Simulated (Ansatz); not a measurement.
# BSiH₂ (doublet): from Hartree-Fock to the top rungs, 6-31G

How much of the correlation energy of BSiH₂ (doublet) does each wave-function method recover here?

Program: Ansatz 0.2.0, Gaussian basis. Level of theory: 6-31G, core rule «outside noble gas», up to 6 orbitals frozen. These are calculated values, not measurements.

The runs, in order: UHF; CCSD(T) on ROHF; CCSD(T) on UHF; BCCD(T) on ROHF; CISD; CCSDT(Q) on ROHF; CCSDT(Q) on UHF; CISDTQ; CCSDTQ on ROHF; CASSCF and MRCISD+Q, 9 electrons in 10 orbitals; CASSCF and NEVPT4(SD), 9 electrons in 10 orbitals; CASSCF and NEVPT2, 9 electrons in 10 orbitals.

23 further runs of the same task are left out: 12 that didn't finish, 11 set aside as unsound or not needed.

## 1. What is computed

The geometry is a PBE0/def2-TZVP stationary point (not a proven minimum) of the parent state, kept for this charge and spin.

4 atoms, charge 0, spin multiplicity 2.

Atoms are counted from 1 here; the program's logs count them from 0.

Bond lengths: Si1–B2 1.993 Å, B2–H3 1.191 Å, B2–H4 1.191 Å. Angles: Si1–B2–H3 115.4°, Si1–B2–H4 115.4°, H3–B2–H4 129.2°.

Geometry (Å):

```
Si    0.0000    0.0000    0.6500
B     0.0000    0.0000   -1.3428
H     0.0000   -1.0760   -1.8539
H     0.0000    1.0760   -1.8539
```

## 2. UHF

Input file in.yaml:

```yaml
crystal:
  periodic: [false, false, false]
  atoms:
    - {symbol: Si, position_ang: [0.000000, 0.000000, 0.649966]}
    - {symbol: B, position_ang: [0.000000, 0.000000, -1.342837]}
    - {symbol: H, position_ang: [0.000000, -1.075954, -1.853888]}
    - {symbol: H, position_ang: [0.000000, 1.075954, -1.853888]}
basis:
  gaussian: {orbitals: 6-31G}
magnetization: {spin_polarized: true, initial_magnetization: 1}
hamiltonian: {xc: hf}
output: {orbitals: {seedname: orbitals}}
```

On the command line:

```sh
ansatz run in.yaml --threads 1 --pin off --events-out ev --progress --plain --max-ram 2393MiB
```

Further steps of the session: CCSD(T) on ROHF; CCSD(T) on UHF; BCCD(T) on ROHF; CISD; CCSDT(Q) on ROHF; CCSDT(Q) on UHF; CISDTQ; CCSDTQ on ROHF; CASSCF and MRCISD+Q, 9 electrons in 10 orbitals; CASSCF and NEVPT4(SD), 9 electrons in 10 orbitals; CASSCF and NEVPT2, 9 electrons in 10 orbitals.

**Question.** What will the summary of the whole plan be? Wanted: RCCSDTQ below the RHF energy; RMP2 from RCCSDTQ; UMP2 from RCCSDTQ; RCCSD from RCCSDTQ; RCCSD(T) from RCCSDTQ; UCCSD(T) from RCCSDTQ; RCCSDT(Q) from RCCSDTQ; UCCSDT(Q) from RCCSDTQ; NEVPT2 valence from RCCSDTQ.

**Answer**, as computed:

| quantity | value |
| --- | --- |
| RCCSDTQ below the RHF energy | -3.0646 eV |
| RMP2 from RCCSDTQ | +818.8 meV |
| UMP2 from RCCSDTQ | +818.0 meV |
| RCCSD from RCCSDTQ | +90.7 meV |
| RCCSD(T) from RCCSDTQ | +23.2 meV |
| UCCSD(T) from RCCSDTQ | +23.1 meV |
| RCCSDT(Q) from RCCSDTQ | +0.7 meV |
| UCCSDT(Q) from RCCSDTQ | +0.4 meV |
| NEVPT2 valence from RCCSDTQ | +286.6 meV |
| NEVPT4(SD) valence from RCCSDTQ | +47.3 meV |
| MRCISD+Q valence from RCCSDTQ | +10.5 meV |
| levels within 1 kcal/mol (43 meV) | RCCSD(T), UCCSD(T), BCCD(T), RCCSDT, UCCSDT, CISDTQ, RCCSDT(Q), UCCSDT(Q), MRCISD valence, MRCISD+Q valence |
| T1 diagnostic | 0.028 |
| effectively unpaired electrons | 1.03 |

**Reading.** RCCSD(T) lands +23.2 meV from the yardstick (0.8 % of the correlation energy). One determinant dominates. Of the multireference levels listed MRCISD+Q valence comes nearest in total energy (+10.5 meV), which doesn't show that its space is the better one. These misses are within one basis, not against nature; the frozen cores of restricted and unrestricted runs differ, which can shift their rows.
